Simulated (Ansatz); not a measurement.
Si3H4, relaxed as a quintet with UKS PBE0-D4/def2-TZVP in Ansatz, starting from the PBE0-D4/def2-TZVP geometry of the neutral singlet. Force threshold 0.02 eV/Å.

At PBE0-D4/def2-TZVP a singlet of charge 0 lies 2.51 eV below the quintet, each at its own geometry. The structure comes from a short search, and lower isomers may exist.

Start:

Cartesian coordinates in Å:
```
Si 1.046 0.610 0.686
Si 0.326 -1.325 0.273
Si -0.844 0.440 -0.590
H 2.050 1.499 1.329
H -2.184 0.828 -0.064
H 0.445 -2.801 0.414
H -0.839 0.748 -2.049
```

```csv
step,energy (eV),largest force component (eV/Å),SCF passes
1,-23680.1011,4.390,22
2,-23681.2358,1.593,29
3,-23681.7362,0.953,28
4,-23682.1036,0.774,24
5,-23682.4096,0.638,22
6,-23682.6992,0.623,26
7,-23682.7689,0.933,26
8,-23682.8756,0.485,22
9,-23682.9166,0.515,22
10,-23683.0161,0.700,26
11,-23683.3176,1.075,25
12,-23683.6776,0.607,23
13,-23683.7537,1.289,23
14,-23683.8707,0.193,19
15,-23683.8809,0.090,20
16,-23683.8860,0.109,20
17,-23683.8871,0.012,19
```

Force components are those of the run's own axes.

End:

```xyz
7

Si    1.1576    1.3288    1.0723
Si    0.2900   -2.0481   -0.1379
Si   -0.3465    0.1718   -0.2482
H     1.6506    2.6929    0.7130
H    -1.7576    0.2637    0.2317
H    -0.7093   -3.1506   -0.0041
H    -0.2847    0.7415   -1.6269
```

Bonds lost: Si1–Si2 (atoms count from 1).

No frequencies were taken in this run, so the end may be a saddle point.

Run time 29 s (4 threads of Arm Neoverse V1 on a shared host).
